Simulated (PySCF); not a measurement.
Energy of P (phosphorus, neutral) between two integer charges

The 3p alpha orbital of [Ne] 3s2 3p3 is emptied in steps (occupation f), with all orbitals relaxed, ending at [Ne] 3s2 3p2. All numbers are calculated (PySCF 2.14, scalar relativity by spin-free X2C-1e, in x2c-TZVPall (5s5p2d1f, 37 functions)). The exact energy is a straight line in f; departures are measured from the line between the end points of the same method.

```
  f  UHF (eV)  LDA (eV)  PBE (eV)  PBE0 (eV)  r2SCAN (eV)  LC-wPBE (eV)  BHandHLYP (eV)  wB97X (eV)  TPSS (eV)  BLYP (eV)
  1     0.000     0.000     0.000      0.000        0.000         0.000           0.000       0.000      0.000      0.000
0.8     0.115    -0.699    -0.684     -0.486       -0.631        -0.052          -0.296      -0.102     -0.662     -0.689
0.6     0.169    -1.053    -1.027     -0.729       -0.939        -0.074          -0.444      -0.148     -0.994     -1.036
0.4     0.166    -1.057    -1.027     -0.726       -0.929        -0.070          -0.444      -0.142     -0.993     -1.038
0.2     0.108    -0.707    -0.683     -0.482       -0.613        -0.043          -0.295      -0.091     -0.660     -0.692
  0     0.000     0.000     0.000      0.000        0.000         0.000           0.000       0.000      0.000      0.000
```

```
   method  E(f=0) − E(f=1) (eV)  −ε at f=1 (eV)  −ε at f=0.4 (eV)
      UHF                 9.900          10.630             9.746
      LDA                10.559           6.216            11.421
      PBE                10.467           6.206            11.328
     PBE0                10.514           7.474            11.135
   r2SCAN                10.618           6.650            11.443
  LC-wPBE                10.592          10.262            10.674
BHandHLYP                10.242           8.392            10.615
    wB97X                10.361           9.716            10.513
     TPSS                10.481           6.347            11.319
     BLYP                10.158           5.866            11.019
```

Orbital energy along the path (eV):

```
  f      UHF      LDA      PBE     PBE0   r2SCAN  LC-wPBE  BHandHLYP    wB97X     TPSS     BLYP
  1  -10.630   -6.216   -6.206   -7.474   -6.650  -10.262     -8.392   -9.716   -6.347   -5.866
0.8  -10.319   -7.921   -7.895   -8.692   -8.272  -10.407     -9.132   -9.991   -7.993   -7.563
0.6  -10.024   -9.658   -9.607   -9.915   -9.881  -10.547     -9.874  -10.263   -9.654   -9.283
0.4   -9.746  -11.421  -11.328  -11.135  -11.443  -10.674    -10.615  -10.513  -11.319  -11.019
0.2   -9.483  -13.202  -13.041  -12.337  -12.946  -10.775    -11.352  -10.720  -12.971  -12.755
  0   -9.236  -14.986  -14.719  -13.501  -14.413  -10.834    -12.084  -10.915  -14.573  -14.471
```

Reference removal energy between the ground levels: 10.487 eV (measured; NIST Atomic Spectra Database, ionization energies). The calculation has no spin-orbit coupling. UHF lacks correlation.
